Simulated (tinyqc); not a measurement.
Worked calculation (part 1 of 2): UHF in the sto-3g basis, for NH3+, spin multiplicity 2. Computed by tinyqc, a small Python program that keeps every step (integrals from PySCF). Settings: charge = 1, multiplicity = 2, basis = sto-3g, energy threshold = 1e-10, iteration cap = 75, orthogonalisation = symmetric, start = atomic densities, DIIS depth = 3, DIIS from iteration = 2, method = UHF. Command: `OMP_NUM_THREADS=1 python tinyqc.py 23055 23056 out.jsonl` (the two numbers bound the seeds that draw the settings). One thread of a shared host (Intel(R) Xeon(R) Processor @ 2.60GHz), about 0.2 s of CPU time with the checks. Later iterations appear only in the table of the cycle.

## One-electron integrals

Geometry (angstrom):
```
atom,x,y,z
N,0.0000,0.0000,0.1310
H,1.1700,0.0000,0.0000
H,-0.5850,1.0140,0.0000
H,-0.5850,-1.0140,0.0000
```

Basis sto-3g: exponents (1/bohr^2) and contraction coefficients of normalised primitives:
```
element,l (shell),exponent,coefficient
N,s (1),99.1062,0.1543
N,s (1),18.0523,0.5353
N,s (1),4.8857,0.4446
N,s (2),3.7805,-0.1000
N,s (2),0.8785,0.3995
N,s (2),0.2857,0.7001
N,p (3),3.7805,0.1559
N,p (3),0.8785,0.6077
N,p (3),0.2857,0.3920
H,s (1),3.4253,0.1543
H,s (1),0.6239,0.5353
H,s (1),0.1689,0.4446
```

Overlap, kinetic and nuclear-attraction integrals over the contracted functions; the nuclear repulsion is the sum of Za Zb / Rab.

nuclear repulsion = 10.218718 hartree

overlap S, lower triangle:
```
,1N 1s,1N 2s,1N 2px,1N 2py,1N 2pz,2H 1s,3H 1s,4H 1s
1N 1s,1.0000
1N 2s,0.2350,1.0000
1N 2px,0.0000,0.0000,1.0000
1N 2py,0.0000,0.0000,0.0000,1.0000
1N 2pz,0.0000,0.0000,0.0000,0.0000,1.0000
2H 1s,0.0395,0.3974,0.3759,0.0000,-0.0421,1.0000
3H 1s,0.0395,0.3970,-0.1877,0.3254,-0.0420,0.1141,1.0000
4H 1s,0.0395,0.3970,-0.1877,-0.3254,-0.0420,0.1141,0.1138,1.0000
```

kinetic energy T (hartree), lower triangle:
```
,1N 1s,1N 2s,1N 2px,1N 2py,1N 2pz,2H 1s,3H 1s,4H 1s
1N 1s,21.9908
1N 2s,-0.1284,0.6070
1N 2px,0.0000,0.0000,1.8994
1N 2py,0.0000,0.0000,0.0000,1.8994
1N 2pz,0.0000,0.0000,0.0000,0.0000,1.8994
2H 1s,-0.0104,0.0664,0.1796,0.0000,-0.0201,0.7600
3H 1s,-0.0104,0.0662,-0.0896,0.1552,-0.0201,-0.0104,0.7600
4H 1s,-0.0104,0.0662,-0.0896,-0.1552,-0.0201,-0.0104,-0.0104,0.7600
```

nuclear attraction V (hartree), lower triangle:
```
,1N 1s,1N 2s,1N 2px,1N 2py,1N 2pz,2H 1s,3H 1s,4H 1s
1N 1s,-47.5339
1N 2s,-5.7498,-8.2004
1N 2px,0.0000,-0.0002,-8.1894
1N 2py,0.0000,0.0000,0.0000,-8.1894
1N 2pz,0.0039,0.0474,0.0000,0.0000,-8.0544
2H 1s,-0.9870,-2.5742,-2.1979,0.0000,0.2563,-4.8469
3H 1s,-0.9855,-2.5714,1.0973,-1.9021,0.2559,-0.6279,-4.8452
4H 1s,-0.9855,-2.5714,1.0973,1.9021,0.2559,-0.6279,-0.6267,-4.8452
```

core Hamiltonian H = T + V (hartree), lower triangle:
```
,1N 1s,1N 2s,1N 2px,1N 2py,1N 2pz,2H 1s,3H 1s,4H 1s
1N 1s,-25.5432
1N 2s,-5.8782,-7.5934
1N 2px,0.0000,-0.0002,-6.2900
1N 2py,0.0000,0.0000,0.0000,-6.2900
1N 2pz,0.0039,0.0474,0.0000,0.0000,-6.1550
2H 1s,-0.9974,-2.5078,-2.0184,0.0000,0.2362,-4.0869
3H 1s,-0.9959,-2.5051,1.0077,-1.7468,0.2359,-0.6383,-4.0852
4H 1s,-0.9959,-2.5051,1.0077,1.7468,0.2359,-0.6383,-0.6371,-4.0852
```

## Two-electron integrals

Functions are numbered as in S; the eight-fold symmetry (ij|kl) = (ji|kl) = (kl|ij) leaves the list below.

Two-electron integrals (ij|kl) in chemists' order, unique and non-zero (hartree):
```
i,j,k,l,(ij|kl)
1,1,1,1,4.1666
2,1,1,1,0.6408
2,1,2,1,0.1175
2,2,1,1,0.9699
2,2,2,1,0.2209
2,2,2,2,0.7082
3,1,3,1,0.0210
3,2,3,1,0.0325
3,2,3,2,0.1564
3,3,1,1,0.9671
3,3,2,1,0.2210
3,3,2,2,0.7081
3,3,3,3,0.7628
4,1,4,1,0.0210
4,2,4,1,0.0325
4,2,4,2,0.1564
4,3,4,3,0.0411
4,4,1,1,0.9671
4,4,2,1,0.2210
4,4,2,2,0.7081
4,4,3,3,0.6806
4,4,4,4,0.7628
5,1,5,1,0.0210
5,2,5,1,0.0325
5,2,5,2,0.1564
5,3,5,3,0.0411
5,4,5,4,0.0411
5,5,1,1,0.9671
5,5,2,1,0.2210
5,5,2,2,0.7081
5,5,3,3,0.6806
5,5,4,4,0.6806
5,5,5,5,0.7628
6,1,1,1,0.1089
6,1,2,1,0.0198
6,1,2,2,0.0371
6,1,3,1,0.0010
6,1,3,2,0.0019
6,1,3,3,0.0373
6,1,4,4,0.0370
6,1,5,1,-1.14e-04
6,1,5,2,-2.16e-04
6,1,5,3,-3.18e-05
6,1,5,5,0.0371
6,1,6,1,0.0034
6,2,1,1,0.2835
6,2,2,1,0.0655
6,2,2,2,0.2340
6,2,3,1,0.0054
6,2,3,2,0.0426
6,2,3,3,0.2435
6,2,4,4,0.2291
6,2,5,1,-0.0006
6,2,5,2,-0.0048
6,2,5,3,-0.0016
6,2,5,5,0.2293
6,2,6,1,0.0114
6,2,6,2,0.1011
6,3,1,1,0.2295
6,3,2,1,0.0536
6,3,2,2,0.2040
6,3,3,1,0.0103
6,3,3,2,0.0726
6,3,3,3,0.2230
6,3,4,4,0.1943
6,3,5,1,-4.34e-04
6,3,5,2,-0.0039
6,3,5,3,-0.0023
6,3,5,5,0.1945
6,3,6,1,0.0097
6,3,6,2,0.1059
6,3,6,3,0.1220
6,4,4,1,0.0064
6,4,4,2,0.0381
6,4,4,3,0.0084
6,4,5,4,-0.0009
6,4,6,4,0.0129
6,5,1,1,-0.0257
6,5,2,1,-0.0060
6,5,2,2,-0.0228
6,5,3,1,-4.34e-04
6,5,3,2,-0.0039
6,5,3,3,-0.0231
6,5,4,4,-0.0218
6,5,5,1,0.0065
6,5,5,2,0.0385
6,5,5,3,0.0086
6,5,5,5,-0.0237
6,5,6,1,-0.0011
6,5,6,2,-0.0119
6,5,6,3,-0.0122
6,5,6,5,0.0142
6,6,1,1,0.4423
6,6,2,1,0.1037
6,6,2,2,0.4251
6,6,3,1,0.0105
6,6,3,2,0.1134
6,6,3,3,0.4629
6,6,4,4,0.4056
6,6,5,1,-0.0012
6,6,5,2,-0.0127
6,6,5,3,-0.0064
6,6,5,5,0.4063
6,6,6,1,0.0182
6,6,6,2,0.2379
6,6,6,3,0.2786
6,6,6,5,-0.0312
6,6,6,6,0.7746
7,1,1,1,0.1087
7,1,2,1,0.0198
7,1,2,2,0.0371
7,1,3,1,-0.0005
7,1,3,2,-0.0010
7,1,3,3,0.0371
7,1,4,1,0.0009
7,1,4,2,0.0017
7,1,4,3,-1.23e-04
7,1,4,4,0.0372
7,1,5,1,-1.14e-04
7,1,5,2,-2.16e-04
7,1,5,3,1.58e-05
7,1,5,4,-2.75e-05
7,1,5,5,0.0370
7,1,6,1,0.0033
7,1,6,2,0.0108
7,1,6,3,0.0087
7,1,6,4,3.23e-04
7,1,6,5,-0.0010
7,1,6,6,0.0171
7,1,7,1,0.0034
7,2,1,1,0.2832
7,2,2,1,0.0654
7,2,2,2,0.2338
7,2,3,1,-0.0027
7,2,3,2,-0.0213
7,2,3,3,0.2324
7,2,4,1,0.0047
7,2,4,2,0.0369
7,2,4,3,-0.0062
7,2,4,4,0.2397
7,2,5,1,-0.0006
7,2,5,2,-0.0048
7,2,5,3,0.0008
7,2,5,4,-0.0014
7,2,5,5,0.2290
7,2,6,1,0.0108
7,2,6,2,0.0739
7,2,6,3,0.0602
7,2,6,4,0.0086
7,2,6,5,-0.0084
7,2,6,6,0.1353
7,2,7,1,0.0113
7,2,7,2,0.1009
7,3,1,1,-0.1146
7,3,2,1,-0.0268
7,3,2,2,-0.1019
7,3,3,1,0.0074
7,3,3,2,0.0467
7,3,3,3,-0.1069
7,3,4,1,-0.0017
7,3,4,2,-0.0150
7,3,4,3,0.0098
7,3,4,4,-0.1014
7,3,5,1,2.16e-04
7,3,5,2,0.0019
7,3,5,3,-0.0013
7,3,5,4,0.0006
7,3,5,5,-0.0971
7,3,6,1,-0.0041
7,3,6,2,-0.0226
7,3,6,3,-0.0103
7,3,6,4,-0.0020
7,3,6,5,0.0025
7,3,6,6,-0.0340
7,3,7,1,-0.0048
7,3,7,2,-0.0528
7,3,7,3,0.0400
7,4,1,1,0.1986
7,4,2,1,0.0464
7,4,2,2,0.1766
7,4,3,1,-0.0017
7,4,3,2,-0.0150
7,4,3,3,0.1707
7,4,4,1,0.0093
7,4,4,2,0.0639
7,4,4,3,-0.0086
7,4,4,4,0.1904
7,4,5,1,-3.75e-04
7,4,5,2,-0.0033
7,4,5,3,0.0006
7,4,5,4,-0.0019
7,4,5,5,0.1683
7,4,6,1,0.0077
7,4,6,2,0.0564
7,4,6,3,0.0457
7,4,6,4,0.0149
7,4,6,5,-0.0063
7,4,6,6,0.1045
7,4,7,1,0.0084
7,4,7,2,0.0915
7,4,7,3,-0.0471
7,4,7,4,0.0946
7,5,1,1,-0.0257
7,5,2,1,-0.0060
7,5,2,2,-0.0228
7,5,3,1,2.16e-04
7,5,3,2,0.0019
7,5,3,3,-0.0221
7,5,4,1,-3.75e-04
7,5,4,2,-0.0033
7,5,4,3,0.0006
7,5,4,4,-0.0227
7,5,5,1,0.0065
7,5,5,2,0.0385
7,5,5,3,-0.0043
7,5,5,4,0.0074
7,5,5,5,-0.0236
7,5,6,1,-0.0010
7,5,6,2,-0.0084
7,5,6,3,-0.0067
7,5,6,4,-0.0010
7,5,6,5,0.0098
7,5,6,6,-0.0164
7,5,7,1,-0.0011
7,5,7,2,-0.0118
7,5,7,3,0.0061
7,5,7,4,-0.0106
7,5,7,5,0.0142
7,6,1,1,0.0669
7,6,2,1,0.0155
7,6,2,2,0.0587
7,6,3,1,0.0005
7,6,3,2,0.0046
7,6,3,3,0.0591
7,6,4,1,0.0009
7,6,4,2,0.0080
7,6,4,3,3.15e-04
7,6,4,4,0.0595
7,6,5,1,-2.37e-04
7,6,5,2,-0.0021
7,6,5,3,-2.65e-04
7,6,5,4,-4.60e-04
7,6,5,5,0.0574
7,6,6,1,0.0026
7,6,6,2,0.0234
7,6,6,3,0.0228
7,6,6,4,0.0025
7,6,6,5,-0.0030
7,6,6,6,0.0531
7,6,7,1,0.0026
7,6,7,2,0.0234
7,6,7,3,-0.0092
7,6,7,4,0.0210
7,6,7,5,-0.0030
7,6,7,6,0.0067
7,7,1,1,0.4421
7,7,2,1,0.1037
7,7,2,2,0.4249
7,7,3,1,-0.0052
7,7,3,2,-0.0566
7,7,3,3,0.4197
7,7,4,1,0.0091
7,7,4,2,0.0982
7,7,4,3,-0.0248
7,7,4,4,0.4484
7,7,5,1,-0.0012
7,7,5,2,-0.0127
7,7,5,3,0.0032
7,7,5,4,-0.0056
7,7,5,5,0.4061
7,7,6,1,0.0171
7,7,6,2,0.1354
7,7,6,3,0.1076
7,7,6,4,0.0228
7,7,6,5,-0.0165
7,7,6,6,0.2603
7,7,7,1,0.0181
7,7,7,2,0.2376
7,7,7,3,-0.1391
7,7,7,4,0.2411
7,7,7,5,-0.0311
7,7,7,6,0.0531
7,7,7,7,0.7746
8,1,1,1,0.1087
8,1,2,1,0.0198
8,1,2,2,0.0371
8,1,3,1,-0.0005
8,1,3,2,-0.0010
8,1,3,3,0.0371
8,1,4,1,-0.0009
8,1,4,2,-0.0017
8,1,4,3,1.23e-04
8,1,4,4,0.0372
8,1,5,1,-1.14e-04
8,1,5,2,-2.16e-04
8,1,5,3,1.58e-05
8,1,5,4,2.75e-05
8,1,5,5,0.0370
8,1,6,1,0.0033
8,1,6,2,0.0108
8,1,6,3,0.0087
8,1,6,4,-3.23e-04
8,1,6,5,-0.0010
8,1,6,6,0.0171
8,1,7,1,0.0033
8,1,7,2,0.0108
8,1,7,3,-0.0046
8,1,7,4,0.0074
8,1,7,5,-0.0010
8,1,7,6,0.0025
8,1,7,7,0.0171
8,1,8,1,0.0034
8,2,1,1,0.2832
8,2,2,1,0.0654
8,2,2,2,0.2338
8,2,3,1,-0.0027
8,2,3,2,-0.0213
8,2,3,3,0.2324
8,2,4,1,-0.0047
8,2,4,2,-0.0369
8,2,4,3,0.0062
8,2,4,4,0.2397
8,2,5,1,-0.0006
8,2,5,2,-0.0048
8,2,5,3,0.0008
8,2,5,4,0.0014
8,2,5,5,0.2290
8,2,6,1,0.0108
8,2,6,2,0.0739
8,2,6,3,0.0602
8,2,6,4,-0.0086
8,2,6,5,-0.0084
8,2,6,6,0.1353
8,2,7,1,0.0108
8,2,7,2,0.0738
8,2,7,3,-0.0375
8,2,7,4,0.0478
8,2,7,5,-0.0084
8,2,7,6,0.0179
8,2,7,7,0.1353
8,2,8,1,0.0113
8,2,8,2,0.1009
8,3,1,1,-0.1146
8,3,2,1,-0.0268
8,3,2,2,-0.1019
8,3,3,1,0.0074
8,3,3,2,0.0467
8,3,3,3,-0.1069
8,3,4,1,0.0017
8,3,4,2,0.0150
8,3,4,3,-0.0098
8,3,4,4,-0.1014
8,3,5,1,2.16e-04
8,3,5,2,0.0019
8,3,5,3,-0.0013
8,3,5,4,-0.0006
8,3,5,5,-0.0971
8,3,6,1,-0.0041
8,3,6,2,-0.0226
8,3,6,3,-0.0103
8,3,6,4,0.0020
8,3,6,5,0.0025
8,3,6,6,-0.0340
8,3,7,1,-0.0046
8,3,7,2,-0.0375
8,3,7,3,0.0275
8,3,7,4,-0.0238
8,3,7,5,0.0042
8,3,7,6,-0.0070
8,3,7,7,-0.0734
8,3,8,1,-0.0048
8,3,8,2,-0.0528
8,3,8,3,0.0400
8,4,1,1,-0.1986
8,4,2,1,-0.0464
8,4,2,2,-0.1766
8,4,3,1,0.0017
8,4,3,2,0.0150
8,4,3,3,-0.1707
8,4,4,1,0.0093
8,4,4,2,0.0639
8,4,4,3,-0.0086
8,4,4,4,-0.1904
8,4,5,1,3.75e-04
8,4,5,2,0.0033
8,4,5,3,-0.0006
8,4,5,4,-0.0019
8,4,5,5,-0.1683
8,4,6,1,-0.0077
8,4,6,2,-0.0564
8,4,6,3,-0.0457
8,4,6,4,0.0149
8,4,6,5,0.0063
8,4,6,6,-0.1045
8,4,7,1,-0.0074
8,4,7,2,-0.0478
8,4,7,3,0.0238
8,4,7,4,-0.0229
8,4,7,5,0.0053
8,4,7,6,-0.0121
8,4,7,7,-0.0817
8,4,8,1,-0.0084
8,4,8,2,-0.0915
8,4,8,3,0.0471
8,4,8,4,0.0946
8,5,1,1,-0.0257
8,5,2,1,-0.0060
8,5,2,2,-0.0228
8,5,3,1,2.16e-04
8,5,3,2,0.0019
8,5,3,3,-0.0221
8,5,4,1,3.75e-04
8,5,4,2,0.0033
8,5,4,3,-0.0006
8,5,4,4,-0.0227
8,5,5,1,0.0065
8,5,5,2,0.0385
8,5,5,3,-0.0043
8,5,5,4,-0.0074
8,5,5,5,-0.0236
8,5,6,1,-0.0010
8,5,6,2,-0.0084
8,5,6,3,-0.0067
8,5,6,4,0.0010
8,5,6,5,0.0098
8,5,6,6,-0.0164
8,5,7,1,-0.0010
8,5,7,2,-0.0084
8,5,7,3,0.0042
8,5,7,4,-0.0053
8,5,7,5,0.0098
8,5,7,6,-0.0023
8,5,7,7,-0.0164
8,5,8,1,-0.0011
8,5,8,2,-0.0118
8,5,8,3,0.0061
8,5,8,4,0.0106
8,5,8,5,0.0142
8,6,1,1,0.0669
8,6,2,1,0.0155
8,6,2,2,0.0587
8,6,3,1,0.0005
8,6,3,2,0.0046
8,6,3,3,0.0591
8,6,4,1,-0.0009
8,6,4,2,-0.0080
8,6,4,3,-3.15e-04
8,6,4,4,0.0595
8,6,5,1,-2.37e-04
8,6,5,2,-0.0021
8,6,5,3,-2.65e-04
8,6,5,4,4.60e-04
8,6,5,5,0.0574
8,6,6,1,0.0026
8,6,6,2,0.0234
8,6,6,3,0.0228
8,6,6,4,-0.0025
8,6,6,5,-0.0030
8,6,6,6,0.0531
8,6,7,1,0.0025
8,6,7,2,0.0179
8,6,7,3,-0.0070
8,6,7,4,0.0121
8,6,7,5,-0.0023
8,6,7,6,0.0053
8,6,7,7,0.0330
8,6,8,1,0.0026
8,6,8,2,0.0234
8,6,8,3,-0.0092
8,6,8,4,-0.0210
8,6,8,5,-0.0030
8,6,8,6,0.0067
8,7,1,1,0.0668
8,7,2,1,0.0155
8,7,2,2,0.0586
8,7,3,1,-0.0011
8,7,3,2,-0.0093
8,7,3,3,0.0596
8,7,4,4,0.0589
8,7,5,1,-2.37e-04
8,7,5,2,-0.0021
8,7,5,3,0.0005
8,7,5,5,0.0573
8,7,6,1,0.0025
8,7,6,2,0.0179
8,7,6,3,0.0139
8,7,6,5,-0.0023
8,7,6,6,0.0330
8,7,7,1,0.0026
8,7,7,2,0.0233
8,7,7,3,-0.0136
8,7,7,4,0.0184
8,7,7,5,-0.0030
8,7,7,6,0.0053
8,7,7,7,0.0529
8,7,8,1,0.0026
8,7,8,2,0.0233
8,7,8,3,-0.0136
8,7,8,4,-0.0184
8,7,8,5,-0.0030
8,7,8,6,0.0053
8,7,8,7,0.0067
8,8,1,1,0.4421
8,8,2,1,0.1037
8,8,2,2,0.4249
8,8,3,1,-0.0052
8,8,3,2,-0.0566
8,8,3,3,0.4197
8,8,4,1,-0.0091
8,8,4,2,-0.0982
8,8,4,3,0.0248
8,8,4,4,0.4484
8,8,5,1,-0.0012
8,8,5,2,-0.0127
8,8,5,3,0.0032
8,8,5,4,0.0056
8,8,5,5,0.4061
8,8,6,1,0.0171
8,8,6,2,0.1354
8,8,6,3,0.1076
8,8,6,4,-0.0228
8,8,6,5,-0.0165
8,8,6,6,0.2603
8,8,7,1,0.0171
8,8,7,2,0.1353
8,8,7,3,-0.0734
8,8,7,4,0.0817
8,8,7,5,-0.0164
8,8,7,6,0.0330
8,8,7,7,0.2601
8,8,8,1,0.0181
8,8,8,2,0.2376
8,8,8,3,-0.1391
8,8,8,4,-0.2411
8,8,8,5,-0.0311
8,8,8,6,0.0531
8,8,8,7,0.0529
8,8,8,8,0.7746
```

## Orthogonalisation

S = U s U^T; symmetric (Loewdin) form X = U s^(-1/2) U^T, so that X^T S X = 1.

eigenvalues of S: 0.3824  0.4792  0.4794  0.9658  1.0161  1.4067  1.4068  1.8637

X, lower triangle:
```
,1N 1s,1N 2s,1N 2px,1N 2py,1N 2pz,2H 1s,3H 1s,4H 1s
1N 1s,1.0244
1N 2s,-0.1450,1.2460
1N 2px,0.0000,0.0002,1.1069
1N 2py,0.0000,0.0000,0.0000,1.1068
1N 2pz,0.0024,-0.0232,0.0000,0.0000,1.0024
2H 1s,0.0202,-0.2365,-0.2438,0.0000,0.0246,1.1495
3H 1s,0.0202,-0.2362,0.1217,-0.2110,0.0245,-0.0314,1.1492
4H 1s,0.0202,-0.2362,0.1217,0.2110,0.0245,-0.0314,-0.0314,1.1492
```

## Starting guess

The start is atomic minimal-basis densities projected into this basis (PySCF's MINAO start) and scaled to the electron count of each spin; this density is not idempotent, so its energy is not variational and may lie below the converged one.

D(alpha) at the start, lower triangle:
```
,1N 1s,1N 2s,1N 2px,1N 2py,1N 2pz,2H 1s,3H 1s,4H 1s
1N 1s,1.0638
1N 2s,-0.2396,1.0312
1N 2px,0.0000,0.0000,0.4624
1N 2py,0.0000,0.0000,0.0000,0.4624
1N 2pz,-0.0014,0.0056,0.0000,0.0000,0.4957
2H 1s,-0.0072,0.0267,0.0323,0.0000,-0.0021,0.4827
3H 1s,-0.0072,0.0267,-0.0162,0.0280,-0.0021,0.0201,0.4827
4H 1s,-0.0072,0.0267,-0.0162,-0.0280,-0.0021,0.0201,0.0201,0.4827
```

D(beta) at the start, lower triangle:
```
,1N 1s,1N 2s,1N 2px,1N 2py,1N 2pz,2H 1s,3H 1s,4H 1s
1N 1s,0.8510
1N 2s,-0.1917,0.8250
1N 2px,0.0000,0.0000,0.3699
1N 2py,0.0000,0.0000,0.0000,0.3699
1N 2pz,-0.0011,0.0045,0.0000,0.0000,0.3965
2H 1s,-0.0057,0.0213,0.0259,0.0000,-0.0017,0.3862
3H 1s,-0.0057,0.0213,-0.0129,0.0224,-0.0017,0.0161,0.3862
4H 1s,-0.0057,0.0213,-0.0129,-0.0224,-0.0017,0.0161,0.0161,0.3862
```

## Iteration 1: building the Fock matrix

J_ij = sum D_kl (ij|kl) with D = D(alpha) + D(beta), K_ij = sum D_kl (ik|jl) for each spin; F = H + J - K(s); E = tr D H + tr D J / 2 - 0.5 sum_s tr D(s) K(s) + E_nn.

Coulomb J (hartree), lower triangle:
```
,1N 1s,1N 2s,1N 2px,1N 2py,1N 2pz,2H 1s,3H 1s,4H 1s
1N 1s,13.0192
1N 2s,2.4107,6.0484
1N 2px,0.0000,0.0001,6.0670
1N 2py,0.0000,0.0000,0.0000,6.0671
1N 2pz,-0.0030,-0.0341,0.0000,0.0000,5.9918
2H 1s,0.4075,2.0149,1.7716,0.0000,-0.2063,3.8725
3H 1s,0.4069,2.0128,-0.8845,1.5333,-0.2060,0.5088,3.8711
4H 1s,0.4069,2.0128,-0.8845,-1.5333,-0.2060,0.5088,0.5078,3.8711
```

exchange K(alpha) (hartree), lower triangle:
```
,1N 1s,1N 2s,1N 2px,1N 2py,1N 2pz,2H 1s,3H 1s,4H 1s
1N 1s,4.2801
1N 2s,0.7152,1.1698
1N 2px,0.0000,0.0001,0.6889
1N 2py,0.0000,0.0000,0.0000,0.6889
1N 2pz,-0.0019,-0.0179,0.0000,0.0000,0.6138
2H 1s,0.1346,0.4784,0.3014,0.0000,-0.0383,0.5884
3H 1s,0.1344,0.4779,-0.1505,0.2609,-0.0382,0.1502,0.5881
4H 1s,0.1344,0.4779,-0.1505,-0.2609,-0.0382,0.1502,0.1499,0.5881
```

exchange K(beta) (hartree), lower triangle:
```
,1N 1s,1N 2s,1N 2px,1N 2py,1N 2pz,2H 1s,3H 1s,4H 1s
1N 1s,3.4241
1N 2s,0.5722,0.9358
1N 2px,0.0000,0.0001,0.5511
1N 2py,0.0000,0.0000,0.0000,0.5511
1N 2pz,-0.0015,-0.0143,0.0000,0.0000,0.4910
2H 1s,0.1076,0.3827,0.2411,0.0000,-0.0306,0.4707
3H 1s,0.1075,0.3823,-0.1204,0.2087,-0.0306,0.1201,0.4705
4H 1s,0.1075,0.3823,-0.1204,-0.2087,-0.0306,0.1201,0.1199,0.4705
```

F(alpha) (hartree), lower triangle:
```
,1N 1s,1N 2s,1N 2px,1N 2py,1N 2pz,2H 1s,3H 1s,4H 1s
1N 1s,-16.8041
1N 2s,-4.1827,-2.7149
1N 2px,0.0000,-0.0002,-0.9119
1N 2py,0.0000,0.0000,0.0000,-0.9119
1N 2pz,0.0028,0.0312,0.0000,0.0000,-0.7770
2H 1s,-0.7244,-0.9713,-0.5482,0.0000,0.0682,-0.8029
3H 1s,-0.7233,-0.9702,0.2737,-0.4744,0.0681,-0.2797,-0.8021
4H 1s,-0.7233,-0.9702,0.2737,0.4744,0.0681,-0.2797,-0.2792,-0.8021
```

F(beta) (hartree), lower triangle:
```
,1N 1s,1N 2s,1N 2px,1N 2py,1N 2pz,2H 1s,3H 1s,4H 1s
1N 1s,-15.9480
1N 2s,-4.0397,-2.4809
1N 2px,0.0000,-0.0002,-0.7742
1N 2py,0.0000,0.0000,0.0000,-0.7741
1N 2pz,0.0024,0.0276,0.0000,0.0000,-0.6543
2H 1s,-0.6975,-0.8756,-0.4879,0.0000,0.0605,-0.6852
3H 1s,-0.6965,-0.8746,0.2436,-0.4223,0.0604,-0.2496,-0.6845
4H 1s,-0.6965,-0.8746,0.2436,0.4223,0.0604,-0.2496,-0.2492,-0.6845
```

total energy of this density = -51.404879 hartree

This density is the starting one; it is not idempotent, so its energy is not variational and may lie below the converged one.

## Iteration 1: diagonalisation and new density

Diagonalise F' = X^T F X, C = X C', fill 5 alpha and 4 beta electrons from the bottom; D(s) = C_occ C_occ^T. Each column has its largest component positive (the first on a tie).

F' = X^T F X (alpha) (hartree), lower triangle:
```
,1,2,3,4,5,6,7,8
1,-16.5228
2,-2.0619,-1.7191
3,0.0000,0.0001,-0.7205
4,0.0000,0.0000,0.0000,-0.7205
5,0.0062,-0.0064,0.0000,0.0000,-0.7726
6,-0.0857,-0.4044,-0.3687,0.0000,0.0386,-0.4097
7,-0.0854,-0.4039,0.1841,-0.3190,0.0385,-0.0724,-0.4097
8,-0.0854,-0.4039,0.1841,0.3190,0.0385,-0.0724,-0.0723,-0.4097
```

orbital energies (alpha) (hartree): MO1 -16.8082, MO2 -1.8007, MO3 -1.0192, MO4 -1.0191, MO5 -0.7785, MO6 -0.1815, MO7 -0.0388, MO8 -0.0386

coefficients C (alpha):
```
,MO1,MO2,MO3,MO4,MO5,MO6,MO7,MO8
1N 1s,0.9955,-0.2394,0.0001,0.0000,-0.0190,-0.1511,0.0000,0.0003
1N 2s,0.0198,0.9091,-0.0005,0.0000,0.0992,0.9512,0.0000,-0.0024
1N 2px,0.0000,0.0002,0.7583,0.0000,0.0001,-0.0013,0.0000,-0.8598
1N 2py,0.0000,0.0000,0.0000,0.7583,0.0000,0.0000,0.8596,0.0000
1N 2pz,-0.0005,-0.0251,-0.0001,0.0000,0.9915,-0.1530,0.0000,0.0004
2H 1s,-0.0028,0.0892,0.3290,0.0000,-0.0429,-0.6619,0.0000,0.9400
3H 1s,-0.0028,0.0891,-0.1644,0.2848,-0.0429,-0.6646,-0.8126,-0.4678
4H 1s,-0.0028,0.0891,-0.1644,-0.2848,-0.0429,-0.6646,0.8126,-0.4678
```

F' = X^T F X (beta) (hartree), lower triangle:
```
,1,2,3,4,5,6,7,8
1,-15.6602
2,-2.0509,-1.5231
3,0.0000,0.0001,-0.5927
4,0.0000,0.0000,0.0000,-0.5927
5,0.0067,-0.0074,0.0000,0.0000,-0.6501
6,-0.0776,-0.3719,-0.3469,0.0000,0.0361,-0.3210
7,-0.0773,-0.3714,0.1732,-0.3002,0.0360,-0.0661,-0.3210
8,-0.0773,-0.3714,0.1732,0.3002,0.0360,-0.0661,-0.0660,-0.3210
```

orbital energies (beta) (hartree): MO1 -15.9549, MO2 -1.5728, MO3 -0.8808, MO4 -0.8807, MO5 -0.6559, MO6 -0.1031, MO7 0.0331, MO8 0.0333

coefficients C (beta):
```
,MO1,MO2,MO3,MO4,MO5,MO6,MO7,MO8
1N 1s,0.9940,-0.2424,0.0001,0.0000,-0.0199,-0.1562,0.0000,0.0004
1N 2s,0.0266,0.9000,-0.0005,0.0000,0.1019,0.9594,0.0000,-0.0024
1N 2px,0.0000,0.0002,0.7484,0.0000,0.0001,-0.0014,0.0000,-0.8684
1N 2py,0.0000,0.0000,0.0000,0.7484,0.0000,0.0000,0.8683,0.0000
1N 2pz,-0.0007,-0.0247,-0.0001,0.0000,0.9912,-0.1550,0.0000,0.0004
2H 1s,-0.0043,0.0955,0.3397,0.0000,-0.0439,-0.6610,0.0000,0.9362
3H 1s,-0.0043,0.0953,-0.1698,0.2942,-0.0440,-0.6636,-0.8093,-0.4659
4H 1s,-0.0043,0.0953,-0.1698,-0.2942,-0.0440,-0.6636,0.8093,-0.4659
```

D(alpha) after iteration 1, lower triangle:
```
,1N 1s,1N 2s,1N 2px,1N 2py,1N 2pz,2H 1s,3H 1s,4H 1s
1N 1s,1.0488
1N 2s,-0.1999,0.8367
1N 2px,0.0000,-0.0002,0.5750
1N 2py,0.0000,0.0000,0.0000,0.5751
1N 2pz,-0.0134,0.0756,0.0000,0.0000,0.9837
2H 1s,-0.0233,0.0767,0.2495,0.0000,-0.0448,0.1180
3H 1s,-0.0233,0.0768,-0.1247,0.2160,-0.0448,-0.0443,0.1180
4H 1s,-0.0233,0.0768,-0.1247,-0.2160,-0.0448,-0.0443,-0.0443,0.1180
```

D(beta) after iteration 1, lower triangle:
```
,1N 1s,1N 2s,1N 2px,1N 2py,1N 2pz,2H 1s,3H 1s,4H 1s
1N 1s,1.0468
1N 2s,-0.1917,0.8107
1N 2px,0.0000,-0.0002,0.5601
1N 2py,0.0000,0.0000,0.0000,0.5601
1N 2pz,0.0053,-0.0222,-0.0001,0.0000,0.0006
2H 1s,-0.0274,0.0856,0.2543,0.0000,-0.0024,0.1246
3H 1s,-0.0274,0.0858,-0.1271,0.2201,-0.0023,-0.0486,0.1245
4H 1s,-0.0274,0.0858,-0.1271,-0.2201,-0.0023,-0.0486,-0.0486,0.1245
```
